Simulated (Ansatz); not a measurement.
# BFH₃Si radical: single points off equilibrium

The atoms stand at a structure displaced at random from a GFN2-xTB minimum. How far do the functionals agree with CCSD(T) there?

The runs use Ansatz 0.2.0, Gaussian basis; single points in def2-TZVPP.

Cores are frozen in the correlated methods. Orbitals are unrestricted. B3LYP uses VWN-RPA correlation.

## 1. The starting structure

SMILES `FB[SiH2]`, 6 atoms, charge 0, spin multiplicity 2.

Atoms are counted from 1 here; the program's logs count them from 0.

Bond lengths: F1–B2 1.394 Å, B2–Si3 1.953 Å, B2–H4 1.213 Å, Si3–H5 1.345 Å, Si3–H6 1.437 Å. Angles: F1–B2–Si3 105.7°, F1–B2–H4 123.2°, Si3–B2–H4 130.4°, B2–Si3–H5 135.5°, B2–Si3–H6 118.5°, H5–Si3–H6 106.0°.

As a file:

```
F    -1.20580   -1.25720   -0.87690
B    -0.24850   -1.03350    0.11130
Si    0.20410    0.86250   -0.01000
H     0.26870   -1.92560    0.74950
H    -0.18930    1.89490   -0.77710
H     1.16780    1.39760    0.91130
```

## 2. CCSD(T)/def2-TZVPP

run/in.yaml reads:

```yaml
crystal:
  periodic: [false, false, false]
  atoms:
    - {symbol: F, position_ang: [-1.205800, -1.257200, -0.876900]}
    - {symbol: B, position_ang: [-0.248500, -1.033500, 0.111300]}
    - {symbol: Si, position_ang: [0.204100, 0.862500, -0.010000]}
    - {symbol: H, position_ang: [0.268700, -1.925600, 0.749500]}
    - {symbol: H, position_ang: [-0.189300, 1.894900, -0.777100]}
    - {symbol: H, position_ang: [1.167800, 1.397600, 0.911300]}
basis:
  gaussian: {orbitals: def2-TZVPP}
magnetization: {spin_polarized: true, initial_magnetization: 1}
correlation: {method: ccsd_t}
scf: {omitted_lower_state_checks: [cluster_reference]}
output: {forces: true}
```

Launch:

```console
ansatz run in.yaml --threads 8 --pin off --events-out ev --progress --plain --max-ram 10444MiB
```

## 3. PBE0-D4/def2-TZVPP

run/in.yaml, as its differences from that of step 2:

```diff
@@ -12,4 +12,3 @@
 magnetization: {spin_polarized: true, initial_magnetization: 1}
-correlation: {method: ccsd_t}
-scf: {omitted_lower_state_checks: [cluster_reference]}
-output: {forces: true}
+hamiltonian: {xc: pbe0, dispersion: d4}
+output: {forces: true, orbitals: {seedname: orbitals}}
```

## 4. wB97M-V/def2-TZVPP

run/in.yaml, as its differences from that of step 3:

```diff
@@ -12,3 +12,3 @@
 magnetization: {spin_polarized: true, initial_magnetization: 1}
-hamiltonian: {xc: pbe0, dispersion: d4}
-output: {forces: true, orbitals: {seedname: orbitals}}
+hamiltonian: {xc: {name: wB97M-V}}
+output: {forces: true}
```

## 5. r2SCAN-D4/def2-TZVPP

run/in.yaml, as its differences from that of step 4:

```diff
@@ -12,3 +12,3 @@
 magnetization: {spin_polarized: true, initial_magnetization: 1}
-hamiltonian: {xc: {name: wB97M-V}}
+hamiltonian: {xc: r2scan, dispersion: d4}
 output: {forces: true}
```

## 6. PBE-D4/def2-TZVPP

run/in.yaml, as its differences from that of step 5:

```diff
@@ -12,3 +12,3 @@
 magnetization: {spin_polarized: true, initial_magnetization: 1}
-hamiltonian: {xc: r2scan, dispersion: d4}
+hamiltonian: {xc: pbe, dispersion: d4}
 output: {forces: true}
```

## 7. B3LYP-D4/def2-TZVPP

run/in.yaml, as its differences from that of step 6:

```diff
@@ -12,3 +12,3 @@
 magnetization: {spin_polarized: true, initial_magnetization: 1}
-hamiltonian: {xc: pbe, dispersion: d4}
+hamiltonian: {xc: {name: B3LYP}, dispersion: d4}
 output: {forces: true}
```

## 8. CAM-B3LYP-D4/def2-TZVPP

run/in.yaml, as its differences from that of step 7:

```diff
@@ -12,3 +12,3 @@
 magnetization: {spin_polarized: true, initial_magnetization: 1}
-hamiltonian: {xc: {name: B3LYP}, dispersion: d4}
+hamiltonian: {xc: {name: CAM-B3LYP}, dispersion: d4}
 output: {forces: true}
```

(Steps that only read results are left out.)

What does the calculation give? Wanted: energy less free atoms, CCSD(T)/def2-TZVPP; RMS force component; RMS force error; HOMO and LUMO, PBE0-D4; T1 diagnostic.

As calculated:

```
                                  quantity                                                                                                 value
energy less free atoms, CCSD(T)/def2-TZVPP                                                                                            -18.906 eV
                       RMS force component                                                                  1.309 to 1.390 eV/Å over the methods
                           RMS force error  PBE0-D4 0.101, wB97M-V 0.083, r2SCAN-D4 0.060, PBE-D4 0.182, B3LYP-D4 0.055, CAM-B3LYP-D4 0.090 eV/Å
                    HOMO and LUMO, PBE0-D4                                                                                    -6.27 and -3.11 eV
                             T1 diagnostic                                                                                                 0.016
```

**Reading.** Against CCSD(T) the functionals' energies less atoms differ by -0.870 to -0.543 eV, PBE-D4 by -0.870 eV. The reference is not at the basis limit: in triple zeta CCSD(T) underbinds, which counts against methods that bind more; the gaps are no ranking. On forces the order runs from B3LYP-D4 to PBE-D4. Frozen-core CCSD(T) forces in triple zeta carry basis errors of their own, and this is one geometry, so small gaps rank nothing.
